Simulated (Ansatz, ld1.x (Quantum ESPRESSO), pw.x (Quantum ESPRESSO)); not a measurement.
# osmium: one change to the RRKJ potential, in the atom and in the sc crystal

ld1.x (Quantum ESPRESSO) 7.5 input, shortened:

```
&input
   title='Os', zed=76., rel=1, dft='PBESOL', iswitch=3,
   config='[Xe] 4f14 5d6.5 6s1.5 6p0'
 /
 &inputp
   pseudotype=2, tm=.false., rho0=0.02, lloc=0,
   nlcc=.true., new_core_ps=.true., rcore=1.00
 /
3
6P  2  1   0.00   0.00  2.85  2.85  0.0
5D  3  2   6.50   0.00  1.65  1.65  0.0
6S  1  0   1.50   0.00  2.20  2.20  0.0
 &test
   configts(1)='5d6.5 6s1.5 6p0'
 /
```

Change: wave 6s (bound): rc 2.20 bohr becomes 6s (bound): rc 3.38 bohr.

Cutoffs, loose and tight: the cutoffs (Ry, on a coarse ladder) from which the occupation-weighted sum of valence levels, in a spherical-Bessel basis at the reference potential, stays within 10 and 1 mRy of its value at 400 Ry. They do not see the model core or the augmentation charge, which bear on the density cutoff. Test errors are all-electron minus pseudo excitation energies from the reference, over the configurations 5d6 6s2 6p0; 5d6 6s1 6p0; 5d6 6s0 6p0; 5d7 6s1 6p0; 5d6 6s0 6p1; 5d7 6s0 6p0; 5d6 6s1 6p1; variants that change the core or the reference have their own tests.

Crystal test: sc Os in pw.x 7.5, no spin, 13³ k-points, Fermi–Dirac smearing 0.01 Ry, cutoffs set for each file from its atomic test. The reference is all-electron LAPW (Ansatz 0.2.0) with the same functional, mesh and smearing; V0 and B0 come from Birch–Murnaghan fits to the pressures at five volumes. Errors are pseudo minus all-electron; Δ is the rms difference of the E(V) curves that follow from these fits, minima aligned, over ±6 % about the mean V0. Mesh and smearing are coarse, so the numbers serve the comparison and aren't converged zero-temperature values; the lattice is a test structure that the element need not adopt.

All-electron: a0 = 2.531 Å (V0 = 16.22 Å³/atom), B0 = 294.0 GPa.

Task: Does the change bring the crystal closer to the all-electron result?

Result: The mean pressure error goes from +10.27 to -17.14 GPa, so the change moves the solid further from the all-electron pressures.

| quantity | base | changed |
| --- | --- | --- |
| outcome (atom) | generated | generated |
| cutoff, loose (atom) | 50 Ry | 50 Ry |
| cutoff, tight (atom) | 70 Ry | 70 Ry |
| bound ghosts (atom) | none | none |
| largest test error (meV) (atom) | -54 | -81 |
| cutoffs in pw.x (Ry) | 85/340 | 85/340 |
| a0 (Å) | 2.559 | – |
| a0 error (%) | +1.11 | – |
| B0 error (%) | -3.1 | – |
| Δ (meV/atom) | 34.6 | – |
| mean pressure error (GPa) | +10.27 | -17.14 |

A dash: not determined, or the minimum lies outside the volumes sampled.

Base: The largest radius (2.85 bohr) exceeds half the bond length (2.39 bohr), so the spheres overlap, which is one possible source of error among others. This is a poor potential for the solid. Changed file: The largest radius (3.38 bohr) exceeds half the bond length (2.39 bohr), so the spheres overlap, which is one possible source of error among others. This is a poor potential for the solid. The atomic cutoffs weigh occupied waves only.
